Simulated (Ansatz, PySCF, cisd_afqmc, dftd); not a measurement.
Species: CH$_{3}$O, charge 0, doublet. CH3O (SMILES C[O], doublet).
B3LYP-D3(BJ)/def2-TZVP minimum from Ansatz (a program for electronic structure):
```
C
O 1 1.3624
H 1 1.0992 2 113.34
H 1 1.0992 3 111.54 2 129.37
H 1 1.1083 3 106.28 4 115.42
```
Charge 0, spin multiplicity 2.

Quantity: enthalpy of formation at 298 K (by atomisation, with rigid-rotor harmonic-oscillator terms from PySCF's Hessian at B3LYP-D3(BJ)/def2-TZVP and the atoms' measured values of the G2/97 table; no spin-orbit terms), in kJ/mol. Open shells are spin-unrestricted; no spin-orbit coupling. Cores are frozen in correlated methods. Rows without X2C or -DK are non-relativistic. AFQMC/CISD: phaseless, guided by CISD from CCSD amplitudes; bars are statistical, one sigma. Outlying blocks are dropped, and bars are widened where a walk drifts. Over all cases where full CI ran beside it in this data, AFQMC minus full CI had a median of +0.1 mEh and passed +0.4 mEh in a tenth of the cases. CBS(X,Y): correlation extrapolated as X^-3, Hartree-Fock from the larger set. A bracket is a step between two methods taken in the basis named. The functionals are non-relativistic, so their misses hold any scalar relativity. Double hybrids freeze cores in their MP2 part. '+ core + X2C': CCSD(T) terms for core correlation (cc-pwCVTZ) and scalar relativity (cc-pVTZ-DK). For partners of very few electrons the exact lower level stands in for a higher one.

```json
[
 {"level": "HF/cc-pVQZ", "program": "Ansatz", "enthalpy of formation at 298 K (kJ/mol)": "474.9", "difference against the last row": "458.7"},
 {"level": "r2SCAN-D4/def2-TZVPD", "program": "Ansatz + dftd4", "enthalpy of formation at 298 K (kJ/mol)": "-2.0", "difference against the last row": "-18.2"},
 {"level": "PBE0/def2-TZVPD", "program": "Ansatz", "enthalpy of formation at 298 K (kJ/mol)": "8.8", "difference against the last row": "-7.4"},
 {"level": "B2PLYP-D4/def2-TZVPD", "program": "Ansatz + dftd4", "enthalpy of formation at 298 K (kJ/mol)": "31.6", "difference against the last row": "15.4"},
 {"level": "AFQMC/CISD/aug-cc-pVDZ", "program": "cisd_afqmc", "enthalpy of formation at 298 K (kJ/mol)": "126.6 ± 1.1", "difference against the last row": "110.4"},
 {"level": "AFQMC/CISD/aug-cc-pVTZ", "program": "cisd_afqmc", "enthalpy of formation at 298 K (kJ/mol)": "52.0 ± 0.6", "difference against the last row": "35.8"},
 {"level": "CCSD(T)/CBS(aug-cc-pVTZ,aug-cc-pVQZ) + [AFQMC/CISD - CCSD(T)]/aug-cc-pVDZ + core + X2C", "program": "Ansatz + cisd_afqmc", "enthalpy of formation at 298 K (kJ/mol)": "15.6 ± 1.1", "difference against the last row": "-0.6"},
 {"level": "CCSD(T)/CBS(aug-cc-pVTZ,aug-cc-pVQZ) + [AFQMC/CISD - CCSD(T)]/aug-cc-pVTZ + core + X2C", "program": "Ansatz + cisd_afqmc", "enthalpy of formation at 298 K (kJ/mol)": "16.7 ± 0.6", "difference against the last row": "0.5"},
 {"level": "CCSD(T)/CBS(aug-cc-pVTZ,aug-cc-pVQZ) + [CCSDT(Q) - CCSD(T)]/aug-cc-pVDZ + core + X2C", "program": "Ansatz", "enthalpy of formation at 298 K (kJ/mol)": "16.2", "difference against the last row": "0.0"}
]
```
